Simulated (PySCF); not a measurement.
Reproducing measurements on N2H4

**The experiment to reproduce.**

From Ozaki, Lee, Phys. Rev. Lett. 2017, 118, 026401 (arXiv:1607.05544), for the gas: N 1s binding energy of N1/N2 406.1 eV.

The results are set against them at the end.

Compound: N2H4.
Atom-mapped SMILES: `[NH2:1][NH2:2]` (hydrogens: H3, H4 on N1; H5, H6 on N2)

Structure used (PBE0-D3(BJ)/def2-SVP), in Å, numbered top down from 1:
```xyz
6
N2H4 angstrom
N      0.5523   -0.4359    0.2087
N     -0.5391    0.4437    0.2164
H      0.2327   -1.3628    0.4790
H      1.0021   -0.5197   -0.7039
H     -0.2089    1.3792    0.4400
H     -1.0273    0.4956   -0.6786
```

Runs made with PySCF (gas phase, on this PBE0-D3(BJ)/def2-SVP geometry; non-relativistic but for the core-level run):

```json
{"level": "delta-SCF UKS SCAN, pcX-2 on the ionised atom, pcseg-1 elsewhere, spin-free X2C", "job": "ΔSCF core ionisation, 1 hole", "basis functions": "79", "wall time": "1.4 s"}
```

Hardware: Arm Neoverse V1, one thread, shared host.

## Comparison

**Core binding energies.** PySCF 2.14.0, delta-SCF UKS SCAN, pcX-2 on the ionised atom, pcseg-1 elsewhere, spin-free X2C.

| level and atom | computed (eV) | measured (eV) | computed − measured (eV) |
| --- | --- | --- | --- |
| N 1s, N1/N2 | 405.93 | 406.1 | -0.17 |

Sources, in the order of the opening: Ozaki, Lee, Phys. Rev. Lett. 2017, 118, 026401 (arXiv:1607.05544). The computed values are vertical, without vibrational structure; measured positions hang on the energy calibration. Atoms equivalent by their bonding share one computed value, that of the first of them.

The geometry is computed, not the measured one. Where a level misses, the cause wasn't examined.
